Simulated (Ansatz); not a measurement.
Frontier orbitals of `O=S=O`.

Bond lengths: O1–S2 1.431 Å, S2–O3 1.431 Å. Angles: O1–S2–O3 118.9°.

Total charge 0; spin multiplicity 1. The geometry is a stationary point of PBE0-D4/def2-TZVP. Basis def2-TZVPP, the Gaussian-basis code of Ansatz.

Wavefunction ionisation energies are left out: the UHF cation lies over 0.3 eV above the hybrids' and is likely on a second state.

Orbital energies of one run (eV). Highest occupied ones, from the top: -9.52, -10.36, -10.76, -13.98, -13.99, -14.02, -17.88, -29.56, -32.14, -165.69, -165.80, -165.86, -222.00, -524.24. Empty: -3.35, 1.36, 1.89, 6.35, 6.37, 7.93.

(1) Which functional gave them?
A. r2SCANh
B. B97M-V
C. BHLYP
D. PBE0

Results:

(1) D. HOMO energies: PBE0 -9.52, B97M-V -8.33, r2SCANh -8.85, BHLYP -11.08 eV.
